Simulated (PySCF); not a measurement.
Species: C5H5 (doublet state).
Structure used (GFN2-xTB), in Å, numbered top down from 1:
```
atom  x, y, z in Å
C1     1.7768   -0.0665   -1.8818
C2     1.1254    0.1960   -0.8955
C3     0.3759    0.4846    0.2259
C4    -0.6320   -0.3632    0.6988
C5    -1.3820   -0.1035    1.7972
H6     2.3464   -0.2878   -2.7343
H7     0.5894    1.4066    0.7498
H8    -0.8078   -1.2740    0.1395
H9    -2.1483   -0.7797    2.1298
H10   -1.2350    0.7920    2.3768
```

The hyperfine couplings belong to this conformer and change with its torsions.

Identity: `C#C/C=C/[CH2]` [radical].

Computed with UKS B3LYP, pcH-1 on C H, non-relativistic, mean-field spin-orbit, GIAO (PySCF). Geometry: GFN2-xTB, one conformer, isolated molecule. The geometry wasn't refined by DFT: couplings that depend on bond lengths, twists or pyramidal angles can differ widely from those at the functional's own minimum. The SCF solution wasn't tested for stability. ⟨S²⟩ is 0.783 where a pure state has 0.75.

Principal values of hyperfine tensors in MHz (contact and dipolar terms together), for some of the nuclei:

```csv
atom,isotope,A1,A2,A3
C2,13C,-67.67,-50.90,-32.97
C4,13C,-70.03,-32.62,-28.01
C5,13C,2.18,3.81,122.29
H7,1H,-58.71,-41.38,-18.44
H9,1H,-52.94,-33.73,-13.19
C1,13C,-0.18,8.19,89.09
H10,1H,-47.98,-32.98,-13.35
H6,1H,-44.94,-31.70,-14.89
```

Q: Give the isotropic coupling of each nucleus in MHz and in mT (g = 2.0027), and the anisotropic part.

A: a_iso is a third of the trace, T = A − a_iso, and a(mT) = a(MHz)/(g × 13.996).

| atom | a_iso (MHz) | a_iso (mT) | T1 | T2 | T3 |
| --- | --- | --- | --- | --- | --- |
| C2 | -50.51 | -1.802 | -17.15 | -0.39 | 17.54 |
| C4 | -43.55 | -1.554 | -26.48 | 10.93 | 15.55 |
| C5 | 42.76 | 1.526 | -40.58 | -38.95 | 79.53 |
| H7 | -39.51 | -1.410 | -19.20 | -1.87 | 21.07 |
| H9 | -33.29 | -1.187 | -19.65 | -0.44 | 20.09 |
| C1 | 32.37 | 1.155 | -32.54 | -24.18 | 56.72 |
| H10 | -31.43 | -1.121 | -16.54 | -1.54 | 18.08 |
| H6 | -30.51 | -1.088 | -14.43 | -1.19 | 15.62 |

Q: What spin density at the nucleus of C4 lies behind its contact coupling (g_N = 1.40482)?

A: a_FC = 800.24 MHz bohr³ × g_N × ρ(0)/(2S). With a_FC = -43.55 MHz and 2S = 1, ρ(0) = -0.03874 bohr⁻³.

Q: C3 (13C, g_N = 1.40482) isn't in the table. Its spin density at the nucleus is 0.0464 bohr⁻³. What is its contact coupling?

A: By the same relation, a_FC = 52.2 MHz. Its full tensor has the principal values 5.03, 5.81, 145.65 MHz.

Q: Which nucleus of the table has the largest anisotropic coupling, and what is its form?

A: C5: -40.6, -39.0, 79.5 MHz, nearly axial, close to the ratio −1:−1:+2, the form that spin in one p orbital centred on that nucleus gives.

Q: In a single crystal, with the field along each principal axis of the tensor of C4 in turn, what first-order splitting does this nucleus give (isotropic g, quadrupole terms neglected)?

A: 2 lines (I = 1/2), spaced by |A_i|/(g × 13.996): 2.50, 1.16, 1.00 mT along the axes of A1, A2 and A3.

Time: 18 s (with the writing of density and orbital grids); peak memory 0.69 GiB. Hardware: one thread, Arm Neoverse V1 (aarch64), no GPU (shared host).
